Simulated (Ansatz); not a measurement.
```yaml
crystal:
  periodic: [false, false, false]
  atoms:
    - {symbol: B, position_ang: [-1.667484, -0.412210, -0.229064]}
    - {symbol: Ga, position_ang: [0.290840, 0.071884, 0.033602]}
    - {symbol: H, position_ang: [-2.360834, 0.486532, 0.073720]}
    - {symbol: H, position_ang: [-1.863098, -1.529214, 0.077840]}
    - {symbol: H, position_ang: [1.990587, 0.491485, -0.018997]}
basis:
  gaussian: {orbitals: def2-TZVP}
magnetization: {spin_polarized: true, initial_magnetization: 1}
hamiltonian: {xc: pbe0}
relax: {f_tol: 0.004, max_steps: 80}
```

```sh
$ ansatz run in.yaml --threads 1 --pin off --events-out ev --progress --plain --max-ram 2176MiB
```

Steps of the relaxation (energy above the last step; positions in Å, forces in eV/Å):

```
5
step 1, 385.0 meV
B    -1.667   -0.412   -0.229    1.305    0.324    0.679
Ga    0.291    0.072    0.034    1.135    0.280   -0.267
H    -2.361    0.487    0.074   -0.517    0.384   -0.213
H    -1.863   -1.529    0.078   -0.278   -0.581   -0.211
H     1.991    0.491   -0.019   -1.645   -0.406    0.012
```

```
5
step 2, 49.5 meV
B    -1.567   -0.387   -0.064    0.026    0.007    0.294
Ga    0.380    0.094    0.058   -1.060   -0.262   -0.088
H    -2.399    0.506   -0.003    0.439   -0.386   -0.098
H    -1.888   -1.564    0.002    0.210    0.545   -0.100
H     1.865    0.460   -0.056    0.384    0.095   -0.008
```

```
5
step 3, 6.6 meV
B    -1.563   -0.386   -0.007   -0.074   -0.018   -0.039
Ga    0.344    0.085    0.057   -0.118   -0.029   -0.084
H    -2.375    0.502   -0.026    0.124   -0.136    0.034
H    -1.868   -1.550   -0.022    0.046    0.178    0.034
H     1.852    0.457   -0.064    0.022    0.006    0.055
```

```
5
step 6, 0.0 meV
B    -1.563   -0.386   -0.011   -0.001    0.000    0.000
Ga    0.338    0.083   -0.015    0.001    0.000    0.000
H    -2.370    0.496   -0.011    0.000    0.000    0.000
H    -1.866   -1.542   -0.007    0.000    0.000    0.000
H     1.851    0.457   -0.019   -0.001    0.000    0.000
```

Close pairs at the end: B1–H3 1.195 Å, B1–H4 1.195 Å, Ga2–H5 1.558 Å, B1–Ga2 1.958 Å.

A stationary point of unrestricted PBE0 after 6 steps, with ⟨S²⟩ = 0.754 against 0.75 for a pure state; no frequencies were run, so it isn't proven a minimum. 8.5 s on 1 thread of AMD EPYC 9R45, shared host.
